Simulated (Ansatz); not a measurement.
**C₈H₁₈: a ladder of functionals and wavefunction methods**

One table from this session's results is given with a row withheld; the runs are named, their logs left out.

The runs use Ansatz 0.2.0, Gaussian basis; functionals in def2-TZVPP, the program's frozen cores in correlated methods.

Plan: PBE-D4, r2SCAN-D4, PBE0-D4, B3LYP-D4, ωB97X-V, ωB97M-V, B2PLYP; CCSD(T)/def2-TZVPP; MP2/def2-QZVPP; extrapolation to the limit.

## The relaxed structure

An earlier PBE0-D4 in a triple-zeta def2 set relaxation fixed the geometry.

SMILES `CCCC(CC)CC`, 26 atoms, charge 0, spin multiplicity 1.

Atoms are counted from 1 here; the program's logs count them from 0.

Bond lengths: C1–C2 1.520 Å, C1–H9 1.092 Å, C1–H10 1.093 Å, C1–H11 1.094 Å, C2–C3 1.524 Å, C2–H12 1.095 Å, C2–H13 1.095 Å, C3–C4 1.529 Å, C3–H14 1.097 Å, C3–H15 1.096 Å, C4–C5 1.528 Å, C4–C7 1.531 Å, C4–H16 1.098 Å, C5–C6 1.519 Å, C5–H17 1.096 Å, C5–H18 1.096 Å, C6–H19 1.092 Å, C6–H20 1.094 Å and more. Angles: C2–C1–H9 111.3°, C2–C1–H10 111.8°, C2–C1–H11 111.0°, H9–C1–H10 107.4°, H9–C1–H11 107.7°, H10–C1–H11 107.4°, C1–C2–C3 114.0°, C1–C2–H12 109.1°, C1–C2–H13 109.5°, C3–C2–H12 108.3°, C3–C2–H13 110.0°, H12–C2–H13 105.6°, C2–C3–C4 116.1°, C2–C3–H14 108.7°, C2–C3–H15 109.0°, C4–C3–H14 107.9°, C4–C3–H15 109.0°, H14–C3–H15 105.6° and more.

Set-up of the first run:

Input file in.yaml:

```yaml
crystal:
  periodic: [false, false, false]
  atoms:
    - {symbol: C, position_ang: [0.288151, -1.672222, -2.435883]}
    - {symbol: C, position_ang: [0.650969, -1.959686, -0.988124]}
    - {symbol: C, position_ang: [-0.289248, -1.318366, 0.024683]}
    - {symbol: C, position_ang: [-0.402272, 0.205416, -0.033171]}
    - {symbol: C, position_ang: [-1.406787, 0.680796, 1.015997]}
    - {symbol: C, position_ang: [-1.690696, 2.172914, 0.995819]}
    - {symbol: C, position_ang: [0.953518, 0.908929, 0.069911]}
    - {symbol: C, position_ang: [1.702932, 0.681604, 1.373124]}
    - {symbol: H, position_ang: [0.941980, -2.213774, -3.123336]}
    - {symbol: H, position_ang: [0.373807, -0.608836, -2.672454]}
    - {symbol: H, position_ang: [-0.741636, -1.973885, -2.649556]}
    - {symbol: H, position_ang: [0.644883, -3.042475, -0.824479]}
    - {symbol: H, position_ang: [1.680805, -1.638617, -0.798071]}
    - {symbol: H, position_ang: [-1.293695, -1.737262, -0.114026]}
    - {symbol: H, position_ang: [0.017406, -1.615822, 1.034144]}
    - {symbol: H, position_ang: [-0.819103, 0.474081, -1.013199]}
    - {symbol: H, position_ang: [-1.060741, 0.385080, 2.013163]}
    - {symbol: H, position_ang: [-2.343555, 0.135045, 0.856576]}
    - {symbol: H, position_ang: [-2.490679, 2.429888, 1.694008]}
    - {symbol: H, position_ang: [-2.002487, 2.501403, -0.000186]}
    - {symbol: H, position_ang: [-0.813482, 2.760606, 1.276433]}
    - {symbol: H, position_ang: [1.582021, 0.586660, -0.766478]}
    - {symbol: H, position_ang: [0.805381, 1.983036, -0.077768]}
    - {symbol: H, position_ang: [1.135846, 1.040156, 2.235838]}
    - {symbol: H, position_ang: [1.918851, -0.376749, 1.538937]}
    - {symbol: H, position_ang: [2.657820, 1.212081, 1.368100]}
basis:
  gaussian: {orbitals: def2-TZVPP}
hamiltonian: {xc: pbe, dispersion: d4}
output: {forces: true, orbitals: {seedname: orbitals}}
```

Steps of the session up to this table: PBE-D4 (GGA); r2SCAN-D4 (meta-GGA); PBE0-D4 (hybrid); B3LYP-D4 (hybrid); ωB97X-V (range-separated); ωB97M-V (range-separated); B2PLYP (double hybrid); CCSD(T) in def2-TZVPP; MP2 in def2-QZVPP.

One table of the session follows, with a row left open; its other results are not shown here.

It belongs to the step «Atomisation energies». 

```
            method  atoms, summed (eV)  atomisation energy (kJ/mol)
            PBE-D4           -8472.560                      10534.5
         r2SCAN-D4           -8480.756                      10386.6
           PBE0-D4           -8475.303                      10442.5
          B3LYP-D4           -8487.629                      10376.3
           ωB97X-V           -8484.009                      10381.9
           ωB97M-V           -8480.839                      10395.4
            B2PLYP           -8478.831                      10266.8
     HF/def2-TZVPP           -8450.126                       7897.0
    MP2/def2-TZVPP           -8464.518                      10243.7
   CCSD/def2-TZVPP                   ?                            ?
CCSD(T)/def2-TZVPP           -8469.403                      10165.4
           MP2/CBS           -8466.986                      10447.4
       CCSD(T)/CBS           -8471.871                      10369.1
```

Q: Estimate the row for CCSD/def2-TZVPP from the others.

As computed: atoms, summed (eV): -8468.961; atomisation energy (kJ/mol): 10051.2. In the column «atoms, summed (eV)» it lies between CCSD(T)/def2-TZVPP (-8469.403) and MP2/CBS (-8466.986).

Limits of these values: Free atoms (8 C, 18 H) were run apart at each level; the atomisation energy is their sum less the molecule, without zero-point or spin-orbit terms.
